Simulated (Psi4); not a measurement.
**BN2H5 (SMILES NBN): M06-L/6-311+G(d,p)**

What is the vertical electron affinity of BN2H5 at M06-L/6-311+G**? 

The calculation is run with Psi4 1.11.

## (1) Starting point

BN2H5 has 8 atoms, charge 0, and is taken as a singlet. As SMILES, `NBN`. The coordinates come from a PBE0-D4/def2-TZVP relaxation.

Bond lengths: N1–B2 1.409 Å, B2–N3 1.409 Å, N1–H4 1.005 Å, N1–H5 1.002 Å, B2–H6 1.200 Å, N3–H7 1.003 Å, N3–H8 1.005 Å. Angles: N1–B2–N3 122.9°, N1–B2–H6 118.5°, N3–B2–H6 118.5°, B2–N1–H4 124.5°, B2–N1–H5 121.9°, B2–N3–H7 121.9°, B2–N3–H8 124.5°, H4–N1–H5 113.6°, H7–N3–H8 113.6°.

## (2) Energy and gradient at M06-L/6-311+G(d,p)

bh5n2.xyz

```xyz
8
BH5N2
N     -0.971000     0.516500    -0.581100
B      0.194200     0.386600     0.200500
N      0.848200    -0.845200     0.401400
H     -1.426800    -0.244500    -1.053400
H     -1.423900     1.400900    -0.713700
H      0.649700     1.368600     0.718000
H      1.676700    -0.919800     0.960900
H      0.545000    -1.720300     0.011600
```

job.py

```python
import psi4

psi4.set_memory('1600 MB')
psi4.set_num_threads(1)
psi4.core.set_output_file('psi4.out', False)

with open('bh5n2.xyz') as f:
    atoms = ''.join(f.readlines()[2:])
geom = psi4.geometry('0 1\n' + atoms + 'symmetry c1\nno_reorient\nno_com')

psi4.set_options({
    'basis': '6-311+G**',
    'puream': True,
    'e_convergence': 1e-09,
    'd_convergence': 1e-08,
    'scf_type': 'pk',
    'dft_radial_points': 99,
    'dft_spherical_points': 590,
})

E, wfn = psi4.gradient("M06-L", molecule=geom, return_wfn=True)
psi4.oeprop(wfn, "MAYER_INDICES", "DIPOLE", "QUADRUPOLE")
print('gradient / Eh bohr^-1')
print(E.np.round(6))
print(f'energy = {wfn.energy():.10f} Eh')
```

On the command line:

```
python job.py
```

psi4.out, shortened:

```text
[...]
  Running in c1 symmetry.
[...]
  Nuclear repulsion =   68.852594815844668
[...]
  Multiplicity = 1
[...]
  Nalpha       = 12
  Nbeta        = 12
[...]
    Number of basis functions: 96
[...]
   @RKS iter   1:  -136.88344599676586   -1.87158e-01   1.20580e-02 ADIIS/DIIS
[...]
   @RKS iter  12:  -137.46807755886721   -3.72324e-12   3.91234e-09 DIIS
[...]
    Orbital Energies [Eh]
    ---------------------
    Doubly Occupied:
       1A    -14.148214     2A    -14.148210     3A     -6.619186
       4A     -0.832038     5A     -0.804757     6A     -0.480532
       7A     -0.471658     8A     -0.448067     9A     -0.384810
      10A     -0.298057    11A     -0.279451    12A     -0.212193
[...]
  @RKS Final Energy:  -137.46807755886721
   => Energetics <=
    Nuclear Repulsion Energy =             68.8525948158446681
    One-Electron Energy =                -321.4453482053136213
    Two-Electron Energy =                 134.9643214937350422
    DFT Exchange-Correlation Energy =     -19.8396456631332896
    Empirical Dispersion Energy =           0.0000000000000000
    VV10 Nonlocal Energy =                  0.0000000000000000
    Total Energy =                       -137.4680775588672077
[...]
  -Total Gradient:
     Atom            X                  Y                   Z
    ------   -----------------  -----------------  -----------------
       1       -0.000997310633    -0.000193530710    -0.000730948373
       2       -0.002435708143    -0.005293628713    -0.002780476578
       3        0.000245939407    -0.001300963858    -0.000096111715
       4        0.001349324287     0.000849983349     0.001110341147
       5        0.001420582697    -0.001012378789     0.000778623814
       6        0.001768884241     0.003820974375     0.002012671733
       7       -0.001327385967     0.001091132319    -0.000696107326
       8       -0.000034402126     0.002016537684     0.000390388618
[...]
 Multipole Moments:
 ------------------------------------------------------------------------------------
     Multipole            Electronic (a.u.)      Nuclear  (a.u.)        Total (a.u.)
 ------------------------------------------------------------------------------------
 L = 1.  Multiply by 2.5417464519 to convert [e a0] to [Debye]
 Dipole X            :         -0.4597952            0.2496328           -0.2101624
 Dipole Y            :          0.4597100           -0.9127377           -0.4530277
 Dipole Z            :          0.3888108           -0.6273891           -0.2385783
 Magnitude           :                                                    0.5534636
 L = 2.  Multiply by 1.3450342976 to convert [e a0^2] to [Debye ang]
 Quadrupole XX       :        -82.0261644           69.3438843          -12.6822801
 Quadrupole XY       :         39.1888402          -40.6746213           -1.4857811
[...]
```

The script printed:

```text
gradient / Eh bohr^-1
[[-9.970e-04 -1.940e-04 -7.310e-04]
 [-2.436e-03 -5.294e-03 -2.780e-03]
 [ 2.460e-04 -1.301e-03 -9.600e-05]
 [ 1.349e-03  8.500e-04  1.110e-03]
 [ 1.421e-03 -1.012e-03  7.790e-04]
 [ 1.769e-03  3.821e-03  2.013e-03]
 [-1.327e-03  1.091e-03 -6.960e-04]
 [-3.400e-05  2.017e-03  3.900e-04]]
energy = -137.4680775589 Eh
```

It took 35 s on 1 thread of Intel Xeon 6975P-C (Granite Rapids), shared host; peak memory 0.84 GiB.

## (3) The doublet anion: a single-point energy at UM06-L/6-311+G(d,p)

input.inp

```
memory 1600 mb

molecule mol {
  -1 2
  N     -0.971000     0.516500    -0.581100
  B      0.194200     0.386600     0.200500
  N      0.848200    -0.845200     0.401400
  H     -1.426800    -0.244500    -1.053400
  H     -1.423900     1.400900    -0.713700
  H      0.649700     1.368600     0.718000
  H      1.676700    -0.919800     0.960900
  H      0.545000    -1.720300     0.011600
  symmetry c1
  no_reorient
  no_com
}

set globals {
  reference uks
  puream true
  e_convergence 1e-09
  d_convergence 1e-08
  scf_type pk
  dft_radial_points 99
  dft_spherical_points 590
  maxiter 100
}

E, wfn = energy("m06-l/6-311+G**", return_wfn=True)
oeprop(wfn, "LOWDIN_CHARGES", "QUADRUPOLE", "DIPOLE")
print_variables()
```

On the command line:

```
psi4 input.inp input.out -n 1
```

input.out, shortened:

```text
[...]
  Running in c1 symmetry.
[...]
  Nuclear repulsion =   68.852594815844668
[...]
  Multiplicity = 2
[...]
  Nalpha       = 13
  Nbeta        = 12
[...]
    Number of basis functions: 96
[...]
   @UKS iter   1:  -136.40570687052480    2.90581e-01   1.41418e-02 DIIS/ADIIS
[...]
   @UKS iter  22:  -137.41305781324363   -7.98650e-12   6.17786e-09 DIIS
[...]
   @S^2 Observed:                7.513128871E-01
[...]
  @UKS Final Energy:  -137.41305781324363
   => Energetics <=
    Nuclear Repulsion Energy =             68.8525948158446681
    One-Electron Energy =                -324.9428847728355549
    Two-Electron Energy =                 138.5867987132128007
    DFT Exchange-Correlation Energy =     -19.9095665694655395
    Empirical Dispersion Energy =           0.0000000000000000
    VV10 Nonlocal Energy =                  0.0000000000000000
    Total Energy =                       -137.4130578132436256
[...]
 Multipole Moments:
 ------------------------------------------------------------------------------------
     Multipole            Electronic (a.u.)      Nuclear  (a.u.)        Total (a.u.)
 ------------------------------------------------------------------------------------
 L = 1.  Multiply by 2.5417464519 to convert [e a0] to [Debye]
 Dipole X            :          0.5560156            0.2496328            0.8056484
 Dipole Y            :          2.7092923           -0.9127377            1.7965546
 Dipole Z            :          1.5803365           -0.6273891            0.9529474
 Magnitude           :                                                    2.1874155
 L = 2.  Multiply by 1.3450342976 to convert [e a0^2] to [Debye ang]
 Quadrupole XX       :        -98.2080073           69.3438843          -28.8641230
 Quadrupole XY       :         37.3954659          -40.6746213           -3.2791554
[...]
```

Run time: 77 s. Hardware: 1 thread of Intel Xeon 6975P-C (Granite Rapids), shared host; peak memory 0.85 GiB.

## (4) What came out

Level: M06-L/6-311+G**.

```
                                         quantity          value
                      singlet BN2H5: total energy  -137.46808 Eh
                     singlet BN2H5: dipole moment         1.41 D
                       singlet BN2H5: HOMO energy       -5.77 eV
                       singlet BN2H5: LUMO energy       -0.01 eV
                     singlet BN2H5: HOMO–LUMO gap        5.77 eV
          singlet BN2H5: largest force on an atom     0.332 eV/Å
                      doublet anion: total energy  -137.41306 Eh
doublet anion: HOMO energy (highest over α and β)        2.58 eV
 doublet anion: LUMO energy (lowest over α and β)        3.15 eV
                              doublet anion: ⟨S²⟩          0.751
vertical electron affinity (to the doublet anion)      -1.497 eV
```

In words: The anion lies 1.50 eV (35 kcal/mol) above the neutral: the electron isn't bound at this level, and such a value depends on the basis. The largest force (singlet BN2H5) is 0.33 eV/Å: the shape isn't a stationary point for this species at this level. The HOMO (doublet anion) lies at positive energy, 2.58 eV, as semi-local functionals often give for anions; only total energies tell whether the electron is bound.
